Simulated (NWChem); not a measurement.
## NO (+1) in NWChem

```xyz
2

N      0.0000     0.0000     0.5653
O      0.0000     0.0000    -0.4946
```
Charge +1, spin multiplicity 1.

Program: NWChem. All single points use one geometry, from PBE0/def2-SVP, a minimum by its harmonic frequencies.

Symmetry labels belong to the abelian group C2v used in the runs, with the axes of the coordinates shown; states degenerate in a higher group split over its labels.

B3LYP has NWChem's definition, with VWN1-RPA local correlation. The structure started from a generated list of species.

Problem. List the lowest 3 singlet excitations that TD-B3LYP/def2-SVPD, VWN1-RPA local correlation gives, with oscillator strengths.

Solution. 
```tsv
state	symmetry	energy (eV)	wavelength (nm)	f
1	b2	9.84	126	0.015
2	b1	9.84	126	0.015
3	a2	10.53	118	0.000
```
